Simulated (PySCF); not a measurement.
# CO, triplet: reading a ladder of total energies

Geometry: a PBE0/def2-TZVP stationary point for this spin. The singlet lies 5.5 eV lower here.

```csv
atom,x (Å),y (Å),z (Å)
O,0.0000,0.0000,0.0000
C,0.0000,0.0000,1.1955
```

Basis 6-31G; PySCF 2.14.0. Correlated methods freeze the noble-gas cores, which leaves 10 electrons in 16 orbitals. R marks a restricted (for open shells ROHF) determinant.

Full CI is exact within this basis and frozen core; it isn't the basis-set limit.

RCCSD has a T1 diagnostic of 0.035 and a largest doubles amplitude of 0.12.

```tsv
level	total energy (hartree)
RHF	-112.483699
RMP2	-112.671964
RCCSD	-112.676977
RCCSD(T)	-112.683558
RCCSDT	-112.684409
full CI	-112.685278
```

**Question.** What is the correlation energy at full CI, and what share of it do RMP2 and RCCSDT recover?

**Answer.** E(corr) = -112.685278 − (-112.483699) = -0.201579 hartree = -5.485 eV. RMP2: -0.188265 / -0.201579 = 93.40 %. RCCSDT: -0.200710 / -0.201579 = 99.57 %.

**Question.** By how many kcal/mol does RCCSD(T) miss full CI (1 hartree = 627.509 kcal/mol), and which steps make up the rest?

**Answer.** -112.683558 − (-112.685278) = 0.001720 hartree = 1.08 kcal/mol. Steps: RCCSDT − RCCSD(T) = -0.53, full CI − RCCSDT = -0.55 kcal/mol. Differences between like states or geometries often cancel part of this.
